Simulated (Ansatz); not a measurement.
Stepwise reaction of `N[Si]N` with hydrogen, as a gas-phase model of exchange steps in deposition or etching. ΔE in kJ/mol; ΔG adds harmonic PBE0-D4 terms to CCSD(T)/CBS, at 1 bar.

Computed with Ansatz on PBE0-D4/def2-TZVP structures; ΔE is electronic, products minus reactants. CCSD(T)/CBS adds triple-zeta CCSD(T) − MP2 to the extrapolated MP2 energy (def2 sets, frozen cores). This one scheme is used for every species. DFT in def2-TZVPP. B3LYP here is the variant with VWN-RPA as its local correlation; programs differ in this. One conformer a species, not always the lowest.

| step | reaction | PBE-D4 | B3LYP-D4 | ωB97M-V | CCSD(T)/CBS | ΔG(500 K) |
| --- | --- | --- | --- | --- | --- | --- |
| 2 | `N[SiH]` + H₂ → `[SiH2]` + NH₃ | 112.0 | 108.1 | 107.5 | 104.6 | 99.9 |

Task: Give the row of step 1, `N[Si]N` + H₂ → `N[SiH]` + NH₃. (Best estimate.)

Result: The calculation gave: 
```json
{"step": "1", "reaction": "`N[Si]N` + H₂ → `N[SiH]` + NH₃", "PBE-D4": "76.5", "B3LYP-D4": "78.2", "ωB97M-V": "78.8", "CCSD(T)/CBS": "77.6", "ΔG(500 K)": "75.1"}
```

Task: By hand: ΔE of the 2 steps together at CCSD(T)/CBS.

Result: (77.6) + (104.6) = 182.2 kJ/mol, or 91.1 kJ/mol a step.

In ΔE each step is higher than the one before. All are uphill at CCSD(T)/CBS. ΔG lies between 75.1 and 99.9 kJ/mol a step. PBE-D4 differs from CCSD(T)/CBS by -1.1 to 7.4 kJ/mol a step. Isolated molecules leave out the surface, adducts and barriers. Largest T1 diagnostic: 0.015.
